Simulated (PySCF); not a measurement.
(CH3)2Si, optimised at PBE/def2-SVP:

```xyz
9

C      1.4362    -0.0260     0.0598
Si     0.0507     0.6052    -1.1104
C     -1.4555     0.0506    -0.0561
H      1.5258    -1.1176    -0.1658
H      2.4297     0.4223    -0.1421
H      1.2041     0.0478     1.1444
H     -1.3123    -0.8988     0.5040
H     -2.4071     0.0113    -0.6233
H     -1.5753     0.8519     0.7147
```

Energies from PySCF (xtb for GFN2), thermal terms from the rigid-rotor harmonic-oscillator model, ideal gas at 1 bar. 6-31G* has spherical d functions here. All species are closed-shell singlets. B3LYP is the form with VWN-RPA correlation. (CH3)2Si: computed as isolated molecules; such fragments, hydroxides, amides, oligomers or adducts are transient or little studied in the gas.

**Question.** List the harmonic frequencies (cm⁻¹, unscaled) at this level and at the other levels, each on its own geometry.

**Answer.** 
- PBE/def2-SVP: 108, 123, 250, 479, 529, 637, 640, 700, 824, 1174, 1183, 1345, 1349, 1376, 1380, 2924, 2926, 3015, 3020, 3073, 3073
- B3LYP/6-31G*: 94, 97, 248, 545, 588, 645, 654, 745, 886, 1295, 1306, 1464, 1471, 1488, 1497, 2996, 2999, 3068, 3074, 3124, 3124
- GFN2-xTB: 43, 86, 226, 663, 686, 707, 717, 800, 847, 1366, 1372, 1482, 1489, 1501, 1508, 2980, 2984, 2986, 2988, 3017, 3018
- HF/6-31G*: 51, 109, 266, 624, 660, 679, 702, 806, 963, 1427, 1437, 1580, 1592, 1601, 1616, 3152, 3156, 3209, 3217, 3265, 3265
- PBE0/def2-TZVP: 110, 120, 253, 505, 561, 661, 667, 730, 856, 1235, 1244, 1413, 1417, 1442, 1448, 2999, 3002, 3081, 3086, 3138, 3138
